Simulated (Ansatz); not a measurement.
# BClH2S: the cost of one run

Computed with Ansatz 0.2.0 through its Python package. Level of theory: PBE/def2-SVP.

### Step 1. Starting point

Bond lengths: S1–B2 1.818 Å, B2–Cl3 1.832 Å, S1–H4 1.428 Å, B2–H5 1.181 Å. Angles: S1–B2–Cl3 118.3°, S1–B2–H5 121.1°, Cl3–B2–H5 120.6°, B2–S1–H4 91.5°.

No structure file is read: the coordinates are typed or built in the script.

### Step 2. The script

Contents of run_bend.py:

```python
# -*- coding: utf-8 -*-
"""Bending curve of BClH2S."""

import ansatz
from ase import Atoms


def main():
    atoms = Atoms(["S", "B", "Cl", "H", "H"], positions=[
        (-1.3151, 0.4576, 0.1343),
        (0.423, -0.0374, 0.3359),
        (0.824, -1.8249, 0.3257),
        (-1.1597, 0.5611, -1.2816),
        (1.2777, 0.7698, 0.4443),
    ])

    # relax first, so that the scan starts from a minimum
    first = (
        ansatz.Crystal.molecule_from_ase(atoms).calculation()
        .basis(gaussian="def2-SVP")
        .functional("pbe")
        .relax(force_tolerance=0.02, max_steps=80)
    )
    atoms.positions = first.run(threads=1).report["positions_ang"]

    rows = []
    for angle in [85, 95, 105, 115, 125, 140, 160]:
        bent = atoms.copy()
        bent.set_angle(1, 0, 3, angle, indices=[3])
        calculation = ansatz.Crystal.molecule_from_ase(bent).calculation()
        calculation = calculation.basis(gaussian="def2-SVP").functional("pbe")
        rows.append((angle, calculation.run(threads=1).report["free_energy_ev"]))
    floor = min(e for _, e in rows)
    for angle, e in rows:
        print(f"angle B1-S0-H3 = {angle:3d} deg   {1000 * (e - floor):9.1f} meV")


if __name__ == "__main__":
    main()
```

### Step 3. The input behind the calls

The engine receives this input (first run):

```yaml
crystal:
  periodic: [false, false, false]
  atoms:
    - { symbol: S, position_ang: [-1.3151, 0.4576, 0.1343] }
    - { symbol: B, position_ang: [0.423, -0.0374, 0.3359] }
    - { symbol: Cl, position_ang: [0.824, -1.8249, 0.3257] }
    - { symbol: H, position_ang: [-1.1597, 0.5611, -1.2816] }
    - { symbol: H, position_ang: [1.2777, 0.7698, 0.4443] }
basis:
  gaussian:
    orbitals: def2-SVP
hamiltonian:
  xc: pbe
relax:
  f_tol: 0.02
  max_steps: 80
```

### Step 4. Launch

The run is started by

```sh
$ python run_bend.py
```

**Question.** How long does this script take on 1 thread of Arm Neoverse V1, shared host, and how much memory does it need?

About 21 s, with a peak of 0.2 GiB.
